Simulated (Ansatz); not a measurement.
# AlNH3S (SMILES [NH2][Al][SH]): levels of theory compared

Aim: a comparison of 6 runs (UHF/STO-3G, UB3LYP/6-31G*, U-revPBE/def2-SVPD, UPBE/def2-SVPD, UPBE0/def2-SVPD, UMP2/def2-SVPD) of AlNH3S. 

The results are computed with Ansatz 0.2.0.

59 further runs of the same task are left out: 59 set aside as unsound or not needed. Runs told in other sessions of the task aren't counted.

### Step 1. Starting point

AlNH3S: 6 atoms, total charge 0, spin state doublet. As SMILES, `[NH2][Al][SH]`. The N1–Al2 distance was set to 3.895 Å, away from the relaxed value. At this shape a bond of the SMILES string is far longer than usual.

Bond lengths: Al2–S3 2.208 Å, N1–H4 1.009 Å, N1–H5 1.007 Å, S3–H6 1.343 Å. Angles: Al2–S3–H6 93.4°, H4–N1–H5 110.4°.

### Step 2. A single-point energy at UHF/STO-3G (run 1)

run.yaml reads:

```yaml
crystal:
  periodic: [false, false, false]
  atoms:
    - {symbol: N, position_ang: [-2.172397, 1.385316, -2.204116]}
    - {symbol: Al, position_ang: [0.142900, -0.793800, 0.045400]}
    - {symbol: S, position_ang: [1.372100, 0.308200, 1.511800]}
    - {symbol: H, position_ang: [-2.243597, 2.390516, -2.160316]}
    - {symbol: H, position_ang: [-2.786197, 1.020216, -2.913716]}
    - {symbol: H, position_ang: [1.940700, -0.808600, 1.993700]}
basis:
  gaussian:
    orbitals: STO-3G
magnetization:
  spin_polarized: true
  initial_magnetization: 1
hamiltonian:
  xc: hf
accuracy: high
output: {orbitals: {seedname: orbitals}}
```

The run is started by

```console
ansatz run run.yaml --threads 1 --pin off --max-ram 2610MiB --events-out events.jsonl --progress --plain --runs-dir runs
```

Log:

```text
Warning: RAYON_NUM_THREADS=1 ignored (pool sized by the plan → 1); use --threads N
Functional definition: HF
  name "HF"
  exchange = exact_x
  correlation = 0
434 factors; integrals over basis functions are off by at most 1.6e-8 eV
mean field evaluation 1: about -18699.2876 eV, gradient 2.2e1 eV
mean field evaluation 2: about -18699.3278 eV, gradient 2.2e1 eV
mean field evaluation 4: about -18702.4558 eV, gradient 8.5e0 eV
mean field evaluation 8: about -18709.8918 eV, gradient 3.4e0 eV
mean field evaluation 16: about -18709.9841 eV, gradient 1.5e-7 eV
mean field evaluation 32: about -18695.6717 eV, gradient 1.5e1 eV
mean field evaluation 64: about -18708.3014 eV, gradient 6.2e0 eV
mean field evaluation 96: about -18703.6020 eV, gradient 2.1e0 eV
mean field evaluation 128: about -18709.2535 eV, gradient 3.0e0 eV
mean field -18709.98405286 eV, -687.5792318600 hartree, gradient 2.0e-8 eV, S^2 0.756877; 1 other end points of the search recorded, 0 dependent functions left out
reference -18709.98405286 eV, -687.5792318600 hartree; 20, 19 occupied and 6, 7 virtual orbitals, 434 factors
Total energy: -18709.98405286 eV, -687.5792318600 hartree
```

Wall time 0.79 s (1 thread of Arm Neoverse N1, shared host).

### Step 3. The energy at UB3LYP/6-31G(d) (Cartesian functions) (run 2)

molecule.yaml reads:

```yaml
crystal:
  periodic: [false, false, false]
  atoms:
    - symbol: "N"
      position_ang: [-2.172397, 1.385316, -2.204116]
    - symbol: Al
      position_ang: [0.142900, -0.793800, 0.045400]
    - symbol: S
      position_ang: [1.372100, 0.308200, 1.511800]
    - symbol: H
      position_ang: [-2.243597, 2.390516, -2.160316]
    - symbol: H
      position_ang: [-2.786197, 1.020216, -2.913716]
    - symbol: H
      position_ang: [1.940700, -0.808600, 1.993700]
basis:
  gaussian:
    orbitals: "6-31G*"
hamiltonian:
  xc: {name: B3LYP}
magnetization:
  spin_polarized: true
  initial_magnetization: 1
output: {orbitals: {seedname: orbitals}}
accuracy: high
```

The run is started by

```console
ansatz run molecule.yaml --threads 1 --pin off --max-ram 2610MiB --events-out events.jsonl --progress --plain --runs-dir runs
```

Log:

```text
Warning: RAYON_NUM_THREADS=1 ignored (pool sized by the plan → 1); use --threads N
Functional definition: B3LYP
  name "B3LYP"
  parameter a0 = 0.2
  parameter ax = 0.72
  parameter ac = 0.81
  exchange = (1 - a0 - ax)*slater_x + ax*b88_x + a0*exact_x
  correlation = (1 - ac)*vwn_rpa_c + ac*lyp_c
1109 factors; integrals over basis functions are off by at most 7.0e-9 eV
mean field evaluation 1: about -18953.6604 eV, gradient 4.9e1 eV
mean field evaluation 2: about -18720.9996 eV, gradient 9.1e1 eV
mean field evaluation 4: about -18960.2137 eV, gradient 2.7e1 eV
mean field evaluation 8: about -18960.3054 eV, gradient 2.7e1 eV
mean field evaluation 16: about -18969.5074 eV, gradient 3.5e-3 eV
mean field -18969.50744149 eV, -697.1165404809 hartree, gradient 6.2e-8 eV, S^2 0.753006; 0 other end points of the search recorded, 0 dependent functions left out
reference -18969.50747990 eV, -697.1165418924 hartree; 20, 19 occupied and 39, 40 virtual orbitals, 1109 factors
Total energy: -18969.50747990 eV, -697.1165418924 hartree
```

It took 12 s on 1 thread of Arm Neoverse N1, shared host; peak memory 0.23 GiB.

Runs 3 to 5 aren't shown in full; the table further down has their settings and results.

### Step 4. A single-point energy at UMP2/def2-SVPD (run 6)

job.yaml reads:

```yaml
crystal:
  periodic: [false, false, false]
  atoms:
    - symbol: "N"
      position_ang: [-2.172397, 1.385316, -2.204116]
    - symbol: Al
      position_ang: [0.142900, -0.793800, 0.045400]
    - symbol: S
      position_ang: [1.372100, 0.308200, 1.511800]
    - symbol: H
      position_ang: [-2.243597, 2.390516, -2.160316]
    - symbol: H
      position_ang: [-2.786197, 1.020216, -2.913716]
    - symbol: H
      position_ang: [1.940700, -0.808600, 1.993700]
basis:
  gaussian:
    orbitals: def2-SVPD
magnetization:
  spin_polarized: true
  initial_magnetization: 1
correlation:
  method: mp2
  frozen_orbitals: {Al: 5, H: 0, "N": 1, S: 5}
accuracy: high
```

The run is started by

```console
ansatz run job.yaml --threads 1 --pin off --max-ram 2610MiB --events-out events.jsonl --progress --plain --runs-dir runs
```

Log, cut to the lines that bear on the results:

```text
Warning: RAYON_NUM_THREADS=1 ignored (pool sized by the plan → 1); use --threads N
Functional definition: HF
  name "HF"
[...]
1807 factors; integrals over basis functions are off by at most 3.9e-9 eV
[...]
mean field -18922.34073066 eV, -695.3831958284 hartree, gradient 4.9e-8 eV, S^2 0.766137; 8 other end points of the search recorded, 0 dependent functions left out
11 core orbitals not correlated: weight in the atoms' cores, before any rotation towards them, 1.000 or more for the frozen orbitals, at most 0.000 for the correlated occupied ones
reference -18922.34073066 eV, -695.3831958284 hartree; 9, 8 occupied and 75, 76 virtual orbitals, 1807 factors
second order -9.34734045 eV of doubles, -0.00000000 eV of singles
Total energy: -18931.68807111 eV, -695.7267042541 hartree
```

Run time: 28 s. Hardware: 1 thread of Arm Neoverse N1, shared host; peak memory 0.31 GiB.

### Step 5. The series

| run | level | Cartesian functions | frozen core orbitals | energy (Eh) | HOMO energy (eV) | LUMO energy (eV) | ⟨S²⟩ | wall time |
| --- | --- | --- | --- | --- | --- | --- | --- | --- |
| 1 | UHF/STO-3G | no | – | -687.579232 | -3.71 | 8.56 | 0.757 | 0.79 s |
| 2 | UB3LYP/6-31G* (Cartesian functions) | yes | – | -697.116542 | -5.70 | -2.99 | 0.753 | 12 s |
| 3 | U-revPBE/def2-SVPD | no | – | -696.742658 | -5.07 | -4.59 | 0.753 | 20 s |
| 4 | UPBE/def2-SVPD | no | – | -696.501083 | -5.10 | -4.76 | 0.753 | 20 s |
| 5 | UPBE0/def2-SVPD | no | – | -696.562773 | -6.00 | -3.04 | 0.754 | 25 s |
| 6 | UMP2/def2-SVPD | no | 11 | -695.726704 | – | – | 0.766 | 28 s |

### Step 6. What came out

| quantity | value |
| --- | --- |
| run 6: total energy | -695.72670 Eh |
| run 6: correlation energy (11 core orbitals frozen) | -343.5 mEh |
| run 6: ⟨S²⟩ of the reference determinant | 0.766 |

**Reading.** Totals of different functionals can't be ranked against each other. In run 1 the basis is minimal, so the values are rough. All runs together took 1.8 min, the longest 28 s.
